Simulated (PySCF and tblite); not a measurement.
Results of a calculation; reference values are marked as such.
C₆H₈, numbered as in [CH:1]#[C:2][CH2:3][CH2:4][CH:5]=[CH2:6].

Level: PBE0-D3(BJ)/def2-TZVP//PBE0-D3(BJ)/def2-SVP, thermal terms from GFN2-xTB, symmetry numbers and mirror pairs counted. Conformers within 4 kcal/mol (GFN2-xTB free energy) were kept, 7 at most. (PySCF 2.14, tblite 0.8.)

Rotational constants are equilibrium values for the commonest isotopes; dipoles come from the energy level named.

Torsions listed: C2–C3–C4–C5, C3–C4–C5–C6. Of a mirror pair one member is shown.

| conformer | shape | symmetry | weight % |
| --- | --- | --- | --- |
| 1 | 179°, 119° | C1 (pair) | 32.7 |
| 2 | 63°, 121° | C1 (pair) | 31.7 |
| 3 | -65°, 118° | C1 (pair) | 15.2 |
| 4 | 180°, 0° | Cs | 13.0 |
| 5 | 68°, -1° | C1 (pair) | 7.4 |

Sets of constants, in random order:

| set | A (MHz) | B (MHz) | C (MHz) | abs μa (D) | abs μb (D) | abs μc (D) |
| --- | --- | --- | --- | --- | --- | --- |
| P | 8198 | 1900 | 1653 | 0.29 | 0.59 | 0.03 |
| Q | 17594 | 1408 | 1379 | 0.54 | 0.20 | 0.08 |
| R | 5863 | 2515 | 1981 | 0.50 | 0.76 | 0.01 |
| S | 14988 | 1574 | 1450 | 0.57 | 0.24 | 0.00 |
| T | 5765 | 2376 | 1825 | 0.34 | 0.73 | 0.01 |

Task: Match each set to its conformer.

Result: P is conformer 2, Q is conformer 1, R is conformer 5, S is conformer 4, T is conformer 3.
